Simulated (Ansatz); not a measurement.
A displaced shape of singlet COS:

```xyz
3

O     0.0049   -0.0480   -1.6952
C     0.0262   -0.0410   -0.5371
S    -0.0474   -0.0003    1.0222
```

It was optimised with PBE0/def2-SVP in Ansatz (development build ahead of 0.2.0) to forces under 0.001 eV/Å, with restricted orbitals. Each step stands on the lowest determinant of that kind that the program's search found.

Q: What shape does it relax to, and how does the optimisation go?

A:

```xyz
3

O     0.0215   -0.0531   -1.6951
C    -0.0026   -0.0322   -0.5391
S    -0.0351   -0.0040    1.0242
```

Bond lengths: O1–C2 1.156 Å, C2–S3 1.564 Å. Angles: O1–C2–S3 180.0°.

```json
{"step": "1", "E − E(start) (eV)": "0.0000", "largest force (eV/Å)": "0.4037"}
{"step": "2", "E − E(start) (eV)": "-0.0033", "largest force (eV/Å)": "0.3334"}
{"step": "3", "E − E(start) (eV)": "-0.0092", "largest force (eV/Å)": "0.3826"}
{"step": "4", "E − E(start) (eV)": "-0.0098", "largest force (eV/Å)": "0.1910"}
{"step": "5", "E − E(start) (eV)": "-0.0100", "largest force (eV/Å)": "0.0035"}
{"step": "6", "E − E(start) (eV)": "-0.0100", "largest force (eV/Å)": "0.0001"}
```

The optimisation ended after 6 steps with its threshold met.
